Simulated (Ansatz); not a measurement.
Two isomers of C3H6O3: A = `O=COCCO`, B = `COC(=O)OC`.

Gas-phase electronic energies from Ansatz, PBE0-D4/def2-TZVP geometries. CBS: MP2 limit from def2 TZ/QZ plus the TZ coupled-cluster correction, frozen cores. Functionals use def2-TZVPP. B3LYP here is the variant with VWN-RPA as its local correlation; programs differ in this. One conformer a species, not always the lowest.

Problem. Which is lower in electronic energy at CCSD(T)/CBS, and by how much? (An estimate is asked.)

Solution. Ansatz gave: B, by 6.4 kcal/mol.

Problem. Give E(B) − E(A) in kcal/mol with CCSD/def2-TZVPP, CCSD(T)/def2-TZVPP, B3LYP, PBE0-D4, B3LYP-D4, LDA (SPW92), CCSD(T)/def2-SVP. (An estimate is asked.)

Solution. Ansatz gave: CCSD/def2-TZVPP -7.3, CCSD(T)/def2-TZVPP -7.1, B3LYP -8.3, PBE0-D4 -8.3, B3LYP-D4 -8.2, LDA (SPW92) -8.7, CCSD(T)/def2-SVP -8.9. None reverses the order clearly.

Problem. Does the order hold for the free energy at 298.15 K (harmonic terms from PBE0-D4)? (Best estimate.)

Solution. The calculation gave: Yes: G(B) − G(A) = -6.0 kcal/mol, for one conformer each. Modes under 60 cm⁻¹, often nearly free rotors, make the harmonic entropy too high.

Largest T1 diagnostic: 0.014.

At CCSD(T), def2-SVP lies −2.5 kcal/mol from the extrapolated value and def2-TZVPP −0.7 kcal/mol. Leaving LDA and LC-ωPBE aside and taking each functional with its dispersion term where it has one, the values, not all of them listed here, spread over 2.0 kcal/mol, from r2SCAN0-D4 to revPBE-D4. LDA lies −1.2 kcal/mol from PBE without D4.
